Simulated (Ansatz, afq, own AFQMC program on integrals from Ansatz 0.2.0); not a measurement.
## AlB, triplet → AlB⁺, doublet

```xyz
2

B     0.0000    0.0000    0.0000
Al    0.0000    0.0000    2.0234
```

E(doublet, charge +1) − E(triplet, charge +0) at this geometry, on UHF and ROHF determinants.

Basis aug-cc-pVDZ. Noble-gas cores (and the filled d shells of Ga–Kr and In–Xe) are frozen. Integrals, coupled cluster, full CI and functionals: Ansatz 0.2.0; the random walks run on the same integrals in our own AFQMC program. The CISD trial takes its coefficients from CCSD amplitudes. Released means that phaseless walkers are propagated on without the constraint, phases kept. ± is one standard error of the sampling. The errors of all members are added in quadrature.

Full CI is exact in this basis; where marked, its frozen core comes from its own orbitals, which moves totals by up to a few meV.

Errors are counted within aug-cc-pVDZ, not against nature.

Cautions: AlB (triplet): lower spins were not checked, higher spins were not checked, an unrestricted solution with more broken spin lies lower, strong correlation (T1 0.082, weight of the determinant 0.78, largest double 0.14), (T) is large, 7 % of the CCSD correlation, unrestricted determinant spin contaminated (⟨S²⟩ 2.13 against 2.00), the released energies are still falling, so no released level is given (meV from the phaseless value at times in 1/Eh: -9 ± 3 at 0.24, -18 ± 3 at 0.51, -30.3 ± 2.0 at 0.99, -46 ± 4 at 1.62, -56 ± 5 at 2.40), the ph-AFQMC/CISD walk drifts between its halves (2.2 errors), full CI with its own frozen core, its ph-AFQMC/CISD value lies 79 ± 4 meV above full CI; AlB⁺ (doublet): a spin-contaminated unrestricted determinant lies lower (UHF 801 meV lower, ⟨S²⟩ 1.52), the search met a lower determinant of the same kind, perhaps of another symmetry (22 meV lower), and this one is a saddle point, strong correlation (T1 0.056, weight of the determinant 0.82, largest double 0.23), the released energies have errors that jump between times, so the bars are unsure, so no released level is given (meV from the phaseless value at times in 1/Eh: -5.3 ± 2.4 at 0.24, -12 ± 3 at 0.51, -24.1 ± 1.8 at 0.99, -81 ± 51 at 1.62, -37.5 ± 1.5 at 2.40), its ph-AFQMC/CISD value lies 52 ± 3 meV above full CI.

Reference (full CI): 7.653 eV.

| level | vertical ionization energy (eV) | error against FCI (eV) |
| --- | --- | --- |
| HF | 7.140 | -0.513 |
| MP2 | 7.499 | -0.154 |
| CCSD | 7.529 | -0.124 |
| CCSD(T) | 7.621 | -0.032 |
| CCSDT | 7.636 | -0.017 |
| CCSDT(Q) | 7.653 | 0.000 |
| ph-AFQMC/CISD | 7.627 ± 0.005 | -0.026 ± 0.005 |

Correlation beyond CCSD(T) adds 0.032 eV. The perturbative (T) step is worth +0.092 eV. Where the cautions show a poor determinant, the low rows tell how each method copes with it, not its usual error.

CCSDT and higher add their correlation energy to the determinant of the CCSD(T) run, since their own runs factorise the integrals more tightly (a shift of under 2 meV). A walk keeps the symmetry of its determinant, which the program's search chose and which needn't be the lowest solution, so a lower state of the same spin and another symmetry isn't excluded.
